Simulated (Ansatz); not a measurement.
Born–Oppenheimer molecular dynamics of AlFH3N (6 atoms, charge 0, multiplicity 1). It starts from a rough guess of a transition structure, not a stationary point.

Level of theory: UHF/def2-SVP (Ansatz 0.2.0).

* ensemble: NVE (velocity Verlet)
* time step: 0.5 fs
* steps asked: 150
* starting velocities drawn for: 300 K
* seed: 323775

First frame:

```xyz
6
Properties=species:S:1:pos:R:3
Al -0.390 0.528 -0.559
F -0.463 -1.577 -0.419
N 0.783 0.227 0.652
H 0.239 -0.960 0.352
H -1.308 1.233 -1.561
H 1.139 0.548 1.536
```

**Question.** How far do the bonds stretch over the last three quarters of this one trajectory? (Pairs bonded in most of those frames.)

**Answer.** 
| bond | mean (Å) | spread (Å) | shortest | longest |
| --- | --- | --- | --- | --- |
| Al1–F2 | 1.773 | 0.258 | 1.42 | 2.15 |
| Al1–N3 | 1.887 | 0.141 | 1.66 | 2.10 |
| Al1–H5 | 1.572 | 0.056 | 1.48 | 1.66 |
| N3–H4 | 1.052 | 0.111 | 0.87 | 1.21 |
| N3–H6 | 1.015 | 0.035 | 0.96 | 1.09 |

Mean temperature of the second half: 3119 K. The conserved energy stayed within 3.3 meV per atom of its start (net change -0.3 meV per atom), so the integration is sound. The system heated up, since it started high on the potential surface and ran downhill. A run of 0.075 ps of so small a system gives no equilibrium averages. The orbitals stay closed-shell, which can raise the energy where a bond breaks towards radicals; this wasn't checked here.

The run took 74 s on 1 CPU thread of a shared host.
